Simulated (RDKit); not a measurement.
RDKit input (MMFF94):

```python
from rdkit import Chem
from rdkit.Chem import AllChem, rdDetermineBonds

mol = Chem.MolFromXYZFile('mol.xyz')
rdDetermineBonds.DetermineBonds(mol, charge=0)
print('SMILES', Chem.MolToSmiles(Chem.RemoveHs(mol)))
ff = AllChem.MMFFGetMoleculeForceField(mol, AllChem.MMFFGetMoleculeProperties(mol))
e0 = ff.CalcEnergy()
flag = ff.Minimize(maxIts=5000, forceTol=1e-5)
print(f'energy {e0:.4f} -> {ff.CalcEnergy():.4f} kcal/mol, converged: {flag == 0}')
print(Chem.MolToXYZBlock(mol))
```
mol.xyz:
```
13

C      0.00000000    -0.00000000     0.00000000
C     -0.00417723     0.75450823     1.26976351
C     -0.00404543    -0.77165127     1.25941949
C      0.76720458     0.00862060    -1.26211027
C     -0.75898192     0.00852243    -1.26707274
H     -0.91665785     1.25361755     1.57173539
H      0.90625614     1.25373480     1.57766269
H     -0.91643948    -1.27496555     1.55459713
H      0.90647452    -1.27484830     1.56052443
H      1.26948429    -0.90074418    -1.56819650
H      1.26932686     0.92213758    -1.55584135
H     -1.25914353    -0.90090683    -1.57641846
H     -1.25930095     0.92197493    -1.56406331
```

Output:

```
SMILES C1CC12CC2
energy 17.0217 -> 16.2521 kcal/mol, converged: True
13

C      0.000000   -0.000000    0.000000
C     -0.004093    0.759063    1.243893
C     -0.003961   -0.775855    1.233490
C      0.771500    0.008445   -1.236196
C     -0.763446    0.008347   -1.241187
H     -0.917940    1.259135    1.539214
H      0.907750    1.259252    1.545150
H     -0.917721   -1.280042    1.522004
H      0.907968   -1.279924    1.527940
H      1.274675   -0.902353   -1.535636
H      1.274518    0.923305   -1.523262
H     -1.264546   -0.902515   -1.543892
H     -1.264704    0.923142   -1.531518
```

The geometry given is a B3LYP-D3(BJ)/def2-TZVP minimum.
